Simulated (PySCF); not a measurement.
# One shape, several levels: BHClO (SMILES O[B]Cl)

We compute a comparison of 3 runs (UM06-2X/STO-6G, NEVPT2(3,3)/STO-6G, FCI/STO-6G) of BHClO. The job is set up through a Python script.

The results are computed with PySCF 2.14.0.

2 further runs of the same task are left out: 2 set aside as unsound or not needed.

### 1 The structure to begin with

The species is BHClO (4 atoms), meant as a doublet with charge 0. As SMILES, `O[B]Cl`. One bond was lengthened or shortened from a relaxed shape.

Bond lengths: O1–B2 1.334 Å, B2–Cl3 2.088 Å, O1–H4 0.961 Å. Angles: O1–B2–Cl3 122.2°, B2–O1–H4 113.5°.

### 2 The energy at UM06-2X/STO-6G (run 1)

File job.py:

```python
from pyscf import gto, dft

molecule = gto.M(
    atom='''
O      0.571063     0.468892    -0.797384
B     -0.404437     0.343392     0.104516
Cl    -0.557200    -1.323200     1.352900
H      0.522463     1.283992    -1.304584
''',
    basis='sto-6g',
    verbose=3,
    spin=1,
    max_memory=1860,
)

calc0 = dft.UKS(molecule, xc='m06-2x')
calc0.grids.level = 5
calc0.conv_tol = 1e-10
calc0.kernel()
if not calc0.converged:
    calc0 = calc0.newton().run(calc0.mo_coeff, calc0.mo_occ)

e_tot = calc0.e_tot
print(f'total energy: {e_tot:.8f} hartree')
```

On the command line:

```console
OMP_NUM_THREADS=1 python job.py
```

The log of the run:

```text
WARN: HOMO -0.134253153115907 >= LUMO -0.134253153115911

converged SCF energy = -558.806362170184  <S^2> = 0.75513069  2S+1 = 2.0051241
total energy: -558.80636217 hartree
```

Wall time 7.8 s (1 thread of Arm Neoverse V1, shared host); peak memory 0.22 GiB.

### 3 A single-point energy at NEVPT2(3,3)/STO-6G (run 2)

File calc.py:

```python
import numpy
from pyscf import gto, scf, mp, mcscf, mrpt

mol = gto.M(
    atom=[
    ('O', (0.571063, 0.468892, -0.797384)),
    ('B', (-0.404437, 0.343392, 0.104516)),
    ('Cl', (-0.557200, -1.323200, 1.352900)),
    ('H', (0.522463, 1.283992, -1.304584)),
],
    max_memory=1860,
    verbose=3,
    basis='sto-6g',
    spin=1,
)

mf = mol.ROHF()
mf.conv_tol = 1e-10
mf.kernel()
if not mf.converged:
    mf = mf.newton().run(mf.mo_coeff, mf.mo_occ)

pt = mp.MP2(scf.addons.convert_to_uhf(mf)).run()
noons, natorbs = mcscf.addons.make_natural_orbitals(pt)
print('natural occupations', numpy.round(noons[:40], 4))
cas = mcscf.CASSCF(mf, 3, 3)
cas.fix_spin_(ss=0.75)
cas.natorb = True
cas.kernel(natorbs)
e_pt2 = mrpt.NEVPT(cas).kernel()
e_tot = cas.e_tot + e_pt2
print('Final energy', e_tot)
```

On the command line:

```console
OMP_NUM_THREADS=1 python calc.py
```

The log of the run:

```text
converged SCF energy = -557.728272988873
E(UMP2) = -557.80833071768  E_corr = -0.0800577288067471
E(SCS-UMP2) = -557.810935943751  E_corr = -0.082662954877944
natural occupations [2.     2.     2.     2.     2.     2.     2.     1.9996 1.9988 1.9977
 1.9966 1.9869 1.9834 1.9828 1.9805 1.0035 0.0231 0.0185 0.0152 0.0134]
CASSCF energy = -557.738310618280
CASCI E = -557.738310618280  E(CI) = -2.77727471384298  S^2 = 0.7500000
Sr    (-1)',   E = -0.00128397433324
Si    (+1)',   E = -0.00418966391779
Sijrs (0)  ,   E = -0.03685219248837
Sijr  (+1) ,   E = -0.00761306778402
Srsi  (-1) ,   E = -0.00152794787922
Srs   (-2) ,   E = -0.00039844833102
Sij   (+2) ,   E = -0.00088446488679
Sir   (0)' ,   E = -0.02448149483611
Nevpt2 Energy = -0.077231254456575
Final energy -557.8155418727362
```

Wall time 1.1 s (1 thread of Arm Neoverse V1, shared host); peak memory 0.12 GiB.

### 4 A single-point energy at FCI/STO-6G (run 3)

File input.py:

```python
from pyscf import gto, scf, mcscf

mol = gto.M(
    atom=[
    ('O', (0.571063, 0.468892, -0.797384)),
    ('B', (-0.404437, 0.343392, 0.104516)),
    ('Cl', (-0.557200, -1.323200, 1.352900)),
    ('H', (0.522463, 1.283992, -1.304584)),
],
    basis='sto-6g',
    max_memory=1860,
    spin=1,
    verbose=3,
)

mf = scf.ROHF(mol)
mf.conv_tol = 1e-10
mf.kernel()
if not mf.converged:
    mf = mf.newton().run(mf.mo_coeff, mf.mo_occ)

cas = mcscf.CASCI(mf, mf.mo_coeff.shape[-1] - 7, (mol.nelec[0] - 7, mol.nelec[1] - 7))  # full CI above the frozen core
cas.fix_spin_(ss=0.75)
cas.kernel()
e_final = cas.e_tot
print('E(%s) = %.9f' % ('FCI', e_final))
```

On the command line:

```console
OMP_NUM_THREADS=1 python input.py
```

The log of the run:

```text
converged SCF energy = -557.728272988873
CASCI E = -557.834085965328  E(CI) = -58.2612772959914  S^2 = 0.7500000
E(FCI) = -557.834085965
```

Wall time 29 s (1 thread of Arm Neoverse V1, shared host); peak memory 0.32 GiB.

### 5 The series

```csv
run,level,integration grid,active selection,energy (Eh),dipole moment (D) of the reference,wall time
1,UM06-2X/STO-6G,5,–,-558.806362,5.02,7.8 s
2,"NEVPT2(3,3)/STO-6G",–,mp2 natural orbitals,-557.815542,5.07,1.1 s
3,FCI/STO-6G,–,–,-557.834086,5.07,29 s
```

### 6 Summary of results

| quantity | value |
| --- | --- |
| run 3: total energy | -557.83409 Eh |
| run 3: dipole moment (Hartree–Fock density) | 5.07 D |
| run 3: correlation energy (7 core orbitals frozen) | -105.8 mEh |

**Reading.** In runs 1, 2, 3 the basis is minimal, so the values are rough. All runs together took 38 s, the longest 29 s.
